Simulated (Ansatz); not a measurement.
Results of LDA in Ansatz (plane waves, PAW) for rock-salt HfC.

Run with plane-wave cutoff 520 eV, 16×16×16 k mesh, Fermi–Dirac smearing 0.1 eV, perturbation theory, force constants from a 4×4×4 q mesh, scalar-relativistic PAW data made under PBE.

Quasi-harmonic lattice constant against temperature at zero pressure (zero-point motion included); the last value is withheld.

```tsv
T (K)	lattice constant (Å)
300	4.5847
400	4.5873
500	4.5902
600	4.5932
700	4.5963
800	?
```

Task: Fit a straight line to the rows shown and predict the value at 800 K, and give the mean linear expansion coefficient over the rows shown.

Result: Means: 500 K and 4.59034 Å. Σ(T − T̄)(y − ȳ) = 2.9100 and Σ(T − T̄)² = 100000, so the slope is 2.91e-05 Å/K. Divided by the mean, α = 6.3 × 10⁻⁶/K. At 800 K: 4.59034 + (2.91e-05) × 300 = 4.5991 Å. The run gives 4.5996 Å.

At 300 K the run's own coefficient is 5.4 × 10⁻⁶/K.

Anharmonicity beyond the change of volume is left out, and so is the electrons' share.

Ansatz is a quantum-chemistry and plane-wave program.
